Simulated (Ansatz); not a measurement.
Reaction (SMILES): C=O (CH2-O) → O=[CH] (CH-O) + H atom
B3LYP-D3(BJ)/def2-TZVP geometries, fixed; electronic energies without zero-point terms.

Basis-set convergence of the bond dissociation energy at CCSD(T) with Ansatz (a quantum-chemistry and plane-wave program). All functions are spherical. Cores are frozen. Open shells are unrestricted. No added dispersion term, no relativity. Functions are those of the species that has most. Reference: Hartree-Fock in aug-cc-pVQZ plus the correlation part extrapolated as X^-3 from aug-cc-pVTZ and aug-cc-pVQZ, 95.40 kcal/mol, itself unsure by roughly 0.18 kcal/mol (a third of the extrapolation step and of the last Hartree-Fock step).

| basis | functions | bond dissociation energy (kcal/mol) |
|---|---|---|
| 3-21G | 22 | [?] |
| pcseg-0 | 22 | 84.25 |
| pcseg-1 | 38 | [?] |
| 6-311++G(2d,2p) | 74 | 92.45 |
| jun-cc-pV(T+d)Z | 106 | [?] |
| 6-311++G(3df,3pd) | 114 | [?] |
| aug-pcseg-2 | 138 | 94.68 |
| def2-QZVPP | 174 | 94.93 |
| aug-cc-pVQZ | 252 | 94.97 |

Q: Some entries are withheld; supply them.

A: 
- 3-21G, bond dissociation energy (kcal/mol): 85.90
- pcseg-1, bond dissociation energy (kcal/mol): 91.26
- jun-cc-pV(T+d)Z, bond dissociation energy (kcal/mol): 94.24
- 6-311++G(3df,3pd), bond dissociation energy (kcal/mol): 94.17
